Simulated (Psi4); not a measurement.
# BHClO (SMILES O[B]Cl): UMP2/def2-TZVP

Aim: the energy change on altering one bond length of BHClO at UMP2/def2-TZVP, from 2 runs. 

The calculation is run with Psi4 1.11.

2 further runs of the same task are left out: 2 set aside as unsound or not needed.

### Step 1. The system as given

The species is BHClO (4 atoms), meant as a doublet with charge 0. As SMILES, `O[B]Cl`. The shape is that of a PBE0-D4/def2-TZVP optimisation.

Bond lengths: O1–B2 1.334 Å, B2–Cl3 1.740 Å, O1–H4 0.961 Å. Angles: O1–B2–Cl3 122.2°, B2–O1–H4 113.5°.

### Step 2. The energy at UMP2/def2-TZVP

bclho.json reads:

```json
{
 "schema_name": "qcschema_input",
 "schema_version": 1,
 "molecule": {
  "schema_name": "qcschema_molecule",
  "schema_version": 2,
  "symbols": ["O", "B", "Cl", "H"],
  "geometry": [1.03103457, 0.36112666, -1.11361561, -0.81239326, 0.12396603, 0.59072839, -1.0529554, -2.50048561, 2.55661047, 0.93919388, 1.90144243, -2.0720847],
  "molecular_charge": 0,
  "molecular_multiplicity": 2,
  "fix_symmetry": "c1"
 },
 "driver": "energy",
 "model": {
  "method": "mp2",
  "basis": "def2-TZVP"
 },
 "keywords": {
  "reference": "uhf",
  "puream": true,
  "e_convergence": 1e-09,
  "d_convergence": 1e-08,
  "scf_type": "pk",
  "num_frozen_docc": 7,
  "mp2_type": "conv",
  "maxiter": 200
 }
}
```

Started as:

```console
$ psi4 --qcschema bclho.json -n 1 --memory 1600MB
```

stdout:

```text
[...]
  Running in c1 symmetry.
[...]
  Nuclear repulsion =   76.699725498515349
[...]
  Multiplicity = 2
[...]
  Nalpha       = 16
  Nbeta        = 15
[...]
    Number of basis functions: 105
[...]
   @UHF iter   1:  -559.63620378579401   -6.14421e-01   4.35951e-03 DIIS/ADIIS
[...]
   @UHF iter  14:  -559.71940939600154   -1.27329e-11   9.85791e-09 DIIS
[...]
   @S^2 Observed:                7.546254363E-01
[...]
    Orbital Energies [Eh]
    ---------------------
    Alpha Occupied:
       1A   -104.834809     2A    -20.608889     3A    -10.564916
       4A     -8.033274     5A     -8.030213     6A     -8.030032
       7A     -7.704142     8A     -1.412314     9A     -1.119355
      10A     -0.794548    11A     -0.659737    12A     -0.612420
      13A     -0.582306    14A     -0.489606    15A     -0.475951
      16A     -0.357154
    Alpha Virtual:
      17A      0.102420    18A      0.119595    19A      0.175194
      20A      0.186921    21A      0.224316    22A      0.232417
      23A      0.293447    24A      0.416620    25A      0.429200
[...]
  @UHF Final Energy:  -559.71940939600154
   => Energetics <=
    Nuclear Repulsion Energy =             76.6997254985153489
    One-Electron Energy =                -924.7192370501522873
    Two-Electron Energy =                 288.3001021556353862
    Total Energy =                       -559.7194093960015380
  UHF NO Occupations:
  HONO-2 :   14  A 1.9992612
  HONO-1 :   15  A 1.9987557
[...]
 Multipole Moments:
 ------------------------------------------------------------------------------------
     Multipole            Electronic (a.u.)      Nuclear  (a.u.)        Total (a.u.)
 ------------------------------------------------------------------------------------
 L = 1.  Multiply by 2.5417464519 to convert [e a0] to [Debye]
 Dipole X            :         -1.1416345            1.1680124            0.0263779
 Dipole Y            :         -0.7546625            1.4825614            0.7278989
 Dipole Z            :          1.4640776           -1.9754999           -0.5114223
 Magnitude           :                                                    0.8899918
[...]
	SCS-MP2 Total Energy (a.u.)        :  -560.20030284287645
	SOS-MP2 Total Energy (a.u.)        :  -560.15767298740866
	SCSN-MP2 Total Energy (a.u.)       :  -559.94449503287126
[...]
	SOS-PI-MP2 Total Energy (a.u.)     :  -560.23071691930977
[...]
	MP2 Total Energy (a.u.)            :  -560.21251862191070
[...]
```

The result, in JSON:

```text
{
 "driver": "energy",
 "model": {
  "method": "mp2",
  "basis": "def2-TZVP"
 },
 "success": true,
 "return_result": -560.2125186219107,
 "properties": {
  "calcinfo_nbasis": 105,
  "calcinfo_nmo": 105,
  "calcinfo_nalpha": 16,
  "calcinfo_nbeta": 15,
  "calcinfo_natom": 4,
  "nuclear_repulsion_energy": 76.69972549851535,
  "return_energy": -560.2125186219107,
  "scf_one_electron_energy": -924.7192370501523,
  "scf_two_electron_energy": 288.3001021556354,
  "scf_dipole_moment": [0.026377875756179003, 0.7278989368815062, -0.5114223421596384],
  "scf_total_energy": -559.7194093960015,
  "scf_iterations": 14,
  "mp2_same_spin_correlation_energy": -0.12788956640324037,
  "mp2_opposite_spin_correlation_energy": -0.3652196595059211,
  "mp2_singles_energy": 0.0,
  "mp2_doubles_energy": -0.4931092259091615,
  "mp2_correlation_energy": -0.4931092259091656,
  "mp2_total_energy": -560.2125186219107
 }
}
```

Wall time 8.4 s (1 thread of Intel Xeon Platinum 8488C (Sapphire Rapids), shared host); peak memory 0.68 GiB.

### Step 3. The distorted shape, same level

bclho.xyz reads:

```xyz
4
BClHO
O      0.564697     0.399447    -0.745365
B     -0.410803     0.273947     0.156535
Cl    -0.557200    -1.323200     1.352900
H      0.516097     1.214547    -1.252565
```

bclho.py reads:

```python
import psi4

psi4.set_memory('1600 MB')
psi4.set_num_threads(1)
psi4.set_output_file('output.dat', False)

with open('bclho.xyz') as f:
    atoms = ''.join(f.readlines()[2:])
m = psi4.geometry('0 2\n' + atoms + 'symmetry c1')

options = {'basis': 'def2-TZVP', 'reference': 'uhf', 'puream': True, 'e_convergence': 1e-09, 'd_convergence': 1e-08, 'scf_type': 'pk', 'num_frozen_docc': 7, 'mp2_type': 'conv', 'maxiter': 200}
psi4.set_options(options)

result = psi4.energy('mp2')
print('E =', round(result, 9))
for k, v in sorted(psi4.core.scalar_variables().items()):
    print(f'{k:45s} {v:18.10f}')
```

Started as:

```console
$ python bclho.py
```

output.dat:

```text
[...]
  Running in c1 symmetry.
[...]
  Nuclear repulsion =   70.988111811654775
[...]
  Multiplicity = 2
[...]
  Nalpha       = 16
  Nbeta        = 15
[...]
    Number of basis functions: 105
[...]
   @UHF iter   1:  -559.61211728736453   -8.33831e-01   4.41715e-03 ADIIS/DIIS
[...]
   @UHF iter  15:  -559.70217742454508   -6.25278e-12   6.65847e-09 DIIS
[...]
   @S^2 Observed:                7.577510268E-01
[...]
    Orbital Energies [Eh]
    ---------------------
    Alpha Occupied:
       1A   -104.820202     2A    -20.632920     3A    -10.546474
       4A     -8.015985     5A     -8.011591     6A     -8.011586
       7A     -7.743763     8A     -1.433753     9A     -1.070346
      10A     -0.813613    11A     -0.676589    12A     -0.596214
      13A     -0.577106    14A     -0.458189    15A     -0.451554
      16A     -0.381984
    Alpha Virtual:
      17A      0.084212    18A      0.106775    19A      0.167087
      20A      0.177109    21A      0.204548    22A      0.233809
      23A      0.265766    24A      0.426968    25A      0.436041
[...]
  @UHF Final Energy:  -559.70217742454508
   => Energetics <=
    Nuclear Repulsion Energy =             70.9881118116547754
    One-Electron Energy =                -913.4467892505977034
    Two-Electron Energy =                 282.7565000143978864
    Total Energy =                       -559.7021774245449706
  UHF NO Occupations:
  HONO-2 :   14  A 1.9992491
  HONO-1 :   15  A 1.9972426
[...]
 Multipole Moments:
 ------------------------------------------------------------------------------------
     Multipole            Electronic (a.u.)      Nuclear  (a.u.)        Total (a.u.)
 ------------------------------------------------------------------------------------
 L = 1.  Multiply by 2.5417464519 to convert [e a0] to [Debye]
 Dipole X            :         -1.0757264            1.1756672            0.0999409
 Dipole Y            :         -0.3976278            1.5660750            1.1684471
 Dipole Z            :          1.1688277           -2.0380568           -0.8692291
 Magnitude           :                                                    1.4597315
[...]
	SCS-MP2 Total Energy (a.u.)        :  -560.18272553682777
	SOS-MP2 Total Energy (a.u.)        :  -560.14057121566339
	SCSN-MP2 Total Energy (a.u.)       :  -559.92475224029306
[...]
	SOS-PI-MP2 Total Energy (a.u.)     :  -560.21363684751634
[...]
	MP2 Total Energy (a.u.)            :  -560.19396854730348
[...]
```

The script printed:

```text
E = -560.193968547
CURRENT CORRELATION ENERGY                         -0.4917911228
CURRENT ENERGY                                   -560.1939685473
CURRENT REFERENCE ENERGY                         -559.7021774245
DD SOLVATION ENERGY                                 0.0000000000
HF KINETIC ENERGY                                 559.3652367052
HF POTENTIAL ENERGY                             -1119.0674141298
HF TOTAL ENERGY                                  -559.7021774245
HF VIRIAL RATIO                                     2.0006023626
MP2 CORRELATION ENERGY                             -0.4917911228
MP2 DOUBLES ENERGY                                 -0.4917911228
MP2 OPPOSITE-SPIN CORRELATION ENERGY               -0.3653281593
MP2 SAME-SPIN CORRELATION ENERGY                   -0.1264629635
MP2 SINGLES ENERGY                                  0.0000000000
MP2 TOTAL ENERGY                                 -560.1939685473
NUCLEAR REPULSION ENERGY                           70.9881118117
ONE-ELECTRON ENERGY                              -913.4467892506
PCM POLARIZATION ENERGY                             0.0000000000
PE ENERGY                                           0.0000000000
SCF ITERATION ENERGY                             -559.7021774245
SCF ITERATIONS                                     15.0000000000
SCF TOTAL ENERGY                                 -559.7021774245
SCS(N)-MP2 CORRELATION ENERGY                      -0.2225748157
SCS(N)-MP2 TOTAL ENERGY                          -559.9247522403
SCS-MP2 CORRELATION ENERGY                         -0.4805481123
SCS-MP2 TOTAL ENERGY                             -560.1827255368
SCS-MP2-VDW CORRELATION ENERGY                     -0.5308515256
SCS-MP2-VDW TOTAL ENERGY                         -560.2330289502
SOS-MP2 CORRELATION ENERGY                         -0.4383937911
SOS-MP2 TOTAL ENERGY                             -560.1405712157
SOS-PI-MP2 CORRELATION ENERGY                      -0.5114594230
SOS-PI-MP2 TOTAL ENERGY                          -560.2136368475
TWO-ELECTRON ENERGY                               282.7565000144
```

Run time: 8.1 s. Hardware: 1 thread of Intel Xeon Platinum 8488C (Sapphire Rapids), shared host; peak memory 0.68 GiB.

### Step 4. Outcome

At UMP2/def2-TZVP, 7 core orbitals frozen:

| quantity | value |
| --- | --- |
| first shape: total energy | -560.21252 Eh |
| first shape: HOMO energy (Hartree–Fock orbitals) (highest over α and β) | -9.72 eV |
| first shape: LUMO energy (Hartree–Fock orbitals) (lowest over α and β) | 1.77 eV |
| first shape: correlation energy (7 core orbitals frozen) | -493.1 mEh |
| first shape: ⟨S²⟩ of the reference determinant | 0.755 |
| distorted shape: total energy | -560.19397 Eh |
| distorted shape: HOMO energy (Hartree–Fock orbitals) (highest over α and β) | -10.39 eV |
| distorted shape: LUMO energy (Hartree–Fock orbitals) (lowest over α and β) | 1.17 eV |
| distorted shape: correlation energy (7 core orbitals frozen) | -491.8 mEh |
| distorted shape: ⟨S²⟩ of the reference determinant | 0.758 |
| energy change with the B2–Cl3 bond stretched from 1.740 to 2.001 Å | 0.505 eV |

What this shows: With the B2–Cl3 bond stretched from 1.740 to 2.001 Å the energy rises by 0.50 eV (48.7 kJ/mol). The first shape isn't relaxed at this level, so the change isn't measured from a minimum.
